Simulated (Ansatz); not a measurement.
# Relative stability

Two relaxed structures of CH4NSi (charge +1), singlet (PBE0-D4/def2-TZVP; forces vanish, vibrations not checked).

A:

```csv
atom,x (Å),y (Å),z (Å)
C1,-0.7555,-1.6658,0.1887
N2,-0.2882,-0.6357,0.0712
Si3,0.4728,1.0424,-0.1182
H4,-1.1989,-2.6432,0.3001
H5,-0.0459,1.4442,-1.4345
H6,-0.0895,1.7432,1.0463
H7,1.9052,0.7149,-0.0536
```

B:

C1  (0.404, 0.895, -0.106)
N2  (-0.203, -0.375, -0.019)
Si3  (-0.667, -1.753, 0.439)
H4  (-1.432, -2.989, 0.198)
H5  (0.112, 1.334, -1.068)
H6  (0.056, 1.551, 0.695)
H7  (1.492, 0.811, -0.079)
(Å)

Ansatz 0.2.0; basis: def2-TZVPP; cores frozen in the correlated methods. B3LYP uses VWN-RPA correlation.

Question: Which structure is lower at CCSD(T), and by how much? (To be estimated.)

Answer: By the calculation: A, by 1.967 eV (electronic energy, against the other). By their contacts, A is CH₄NSi ([CH][N][SiH3]), total charge +1 and B is CH₄NSi ([CH3][N][SiH]), total charge +1.

All methods give the same order:

```
   method  E(B) − E(A) (eV)
   PBE-D4             1.513
r2SCAN-D4             1.721
  PBE0-D4             1.765
 B3LYP-D4             1.860
  wB97M-V             1.986
       HF             2.845
      MP2             1.882
     CCSD             2.123
  CCSD(T)             1.967
```

No T1 diagnostic of these runs exceeds 0.024. The restricted Hartree–Fock reference is unstable towards an unrestricted one at one or more of these structures.

Labels in which every atom is bracketed show which atoms are joined, not bond orders.

For scale, one of the runs: CCSD(T)/def2-TZVPP, 160 basis functions, launched by `ansatz run in.yaml --threads 2 --pin off --events-out ev --progress --plain --max-ram 4352MiB`. Hardware: 2 CPU threads of an AMD EPYC 9R45, shared host. Wall time 6.5 s; peak host memory 1.1 GiB.
